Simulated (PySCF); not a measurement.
**Broadened absorption spectrum of CH2NP**

Species: CH₂NP.
Numbering: `[NH2:1][C:2]#[P:3]` (hydrogens: H4, H5 on N1)

Level of theory: PySCF 2.14.0, density-fitted response routines, TDDFT wB97X-D/def2-SVPD, vertical, gas phase, core orbitals frozen in the response. Geometry: GFN2-xTB; no solvent, vibrations or thermal averaging.

Computed states:

```tsv
state	E (eV)	f
S1	3.44	0.0000
S2	4.71	0.0086
S3	5.48	0.0002
S4	5.72	0.0070
S5	6.97	0.024
S6	7.40	0.105
S7	7.55	0.911
S8	7.65	0.037
```

Each state is given a Gaussian of 0.5 eV full width at half maximum, with ε(max) = 2.175×10⁸ f / Δν̃ (Δν̃ the width in cm⁻¹). The width is an assumption, not a result. The curve ends short of the highest state used, and states not computed would add to its high-energy end.

Question: What does the envelope look like, and where are its maxima?

Answer: 
```csv
E (eV),ε (L mol⁻¹ cm⁻¹)
2.69,0
2.79,0
2.89,0
2.99,0
3.09,0
3.20,1
3.30,1
3.40,1
3.50,1
3.60,1
3.70,1
3.80,0
3.91,0
4.01,2
4.11,8
4.21,27
4.31,75
4.41,165
4.51,290
4.62,418
4.72,462
4.82,408
4.92,290
5.02,167
5.12,84
5.23,56
5.33,85
5.43,160
5.53,263
5.63,354
5.73,385
5.83,337
5.94,226
6.04,124
6.14,56
6.24,23
6.34,21
6.44,58
6.55,183
6.65,427
6.75,840
6.85,1508
6.95,2816
7.05,5851
```

Maxima: 263 nm (4.71 eV), ε about 460, made up of S2 (100%); 217 nm (5.72 eV), ε about 390, made up of S4 (98%) (ε in L mol⁻¹ cm⁻¹; maxima over ε = 5, shares over 10%). At its high-energy end, 7.05 eV, the curve is still rising (ε about 5900, from S5, S6 and S7).

Question: Coming from long wavelengths, where does ε first pass 100 L mol⁻¹ cm⁻¹?

Answer: At about 285 nm (4.34 eV), 0.91 eV above S1.

Question: Does any computed singlet lie in the visible range?

Answer: No computed singlet lies in the visible range (380 to 750 nm); the lowest, at 361 nm, stands 0.18 eV above its violet end (3.26 eV); a Tamm–Dancoff triplet lies at 402 nm, without intensity as long as spin–orbit coupling is left out.

Question: What would ε be at 4.71 eV, the highest of these maxima, with half the width (0.25 eV)?

Answer: About 923 L mol⁻¹ cm⁻¹ against 462, a factor of about 2.00; a lone state at its own centre would give exactly 2.
